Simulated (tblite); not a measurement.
# ClH10N3: the cost of one run

Programs: tblite 0.8.0 and PySCF 2.14.0. All values are calculated, for the isolated system unless a continuum is named. Atoms count from 0, parts from 1.

### 1 Starting point

14 atoms, charge 0, multiplicity 1; geometry: rigid parts in contact. Parts: 1 = atoms 0–1, `Cl`, charge 0; 2 = atoms 2–5, `N`, charge 0; 3 = atoms 6–9, `N`, charge 0; 4 = atoms 10–13, `N`, charge 0.

### 2 Docking the parts with GFN2-xTB

What the job is given:

```
{"job": {"kind": "dock", "xc": "GFN2-xTB", "basis": "xTB"}, "charge": 0, "multiplicity": 1, "parts": [{"atoms": "0-1", "charge": 0, "multiplicity": 1}, {"atoms": "2-5", "charge": 0, "multiplicity": 1}, {"atoms": "6-9", "charge": 0, "multiplicity": 1}, {"atoms": "10-13", "charge": 0, "multiplicity": 1}]}
Cl     0.555936     0.117129     0.676822
H     -0.448399     0.020399    -0.111855
N     -0.250307    -3.403395     0.600642
H     -0.057505    -2.409762     0.617599
H      0.400375    -3.851547     1.233245
H     -0.055651    -3.743226    -0.332425
N      0.901439     2.741194    -1.793161
H      1.489006     2.992055    -1.007449
H     -0.036882     3.060510    -1.584977
H      0.872172     1.730175    -1.843742
N     -0.219231    -0.944576    -2.818500
H     -0.540081    -1.728059    -3.373491
H      0.362353    -0.376449    -3.422696
H      0.371444    -1.314991    -2.084497
```

Level: GFN2-xTB search for minima from random contacts, gas phase.

Launch:

```sh
$ OMP_NUM_THREADS=1 python cluster_run.py task.json out
```

This one command runs all jobs of the session in turn.

**Question.** How long does this first job take on 1 thread of Intel Xeon 6975P-C, shared host?

About 8.7 s.
